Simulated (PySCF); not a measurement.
How methods differ on the ionisation energy of F

F [He] 2s2 2p5 (2P) → F⁺ [He] 2s2 2p4 (3P), as a difference of total energies. Calculation: PySCF 2.14, in dyall-av3z (15s9p3d2f, 71 functions); the non-relativistic Hamiltonian (point nucleus). Correlated levels: valence: 1s2 frozen; virtual orbitals above 40 to 60 times the deepest correlated orbital energy dropped. The calculations carry no spin-orbit coupling.

```
           method  ionisation energy (eV)
              UHF                  15.652
    MP2 (valence)                  17.302
SCS-MP2 (valence)                  17.293
   CCSD (valence)                  17.194
CCSD(T) (valence)                  17.255
```

Task: How much does correlation contribute at CCSD(T) (valence)?

Result: 17.255 − (15.652) = 1.603 eV, measured against UHF.

Errors of the correlated levels include the incompleteness of this basis and the frozen core.

For comparison: 17.427 eV (measured; NIST levels, between the centres of gravity of the two terms).
